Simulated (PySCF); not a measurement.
Molecule: SMILES FP(F)P(F)F, F$_{4}$P$_{2}$.

Atoms are numbered as in `[F:1][P:2]([F:3])[P:4]([F:5])[F:6]`.

Geometry PBE0-D3(BJ)/def2-SVP throughout; GIAO in PySCF, gas phase, one conformer, non-relativistic; equivalent atoms averaged; basis pcSseg-2.

**Question.** How do the shifts δ (against CFCl3, H3PO4 at the same level) depend on the functional? (ppm; last column core-seconds on 1 thread of an Arm Neoverse V2, shared host)

**Answer.** 
```tsv
functional	kind	F1/F3/F5/F6	P2/P4	core-s
WP04	global hybrid	-121.9	263.6	14
B97-2	global hybrid	-120.1	239.4	14
BHandHLYP	global hybrid	-109.8	235.0	13
CAM-B3LYP	range-separated hybrid	-110.2	253.3	20
wB97X-D	range-separated hybrid	-111.7	243.4	19
LC-wPBE	range-separated hybrid	-99.0	245.5	23
```

**Question.** Which nucleus moves most, in ppm?

**Answer.** P2/P4 (phosphorus bonded to 2 F, P): from 235.0 ppm with BHandHLYP to 263.6 ppm with WP04. The smallest spread is 22.9 ppm, at F1/F3/F5/F6.
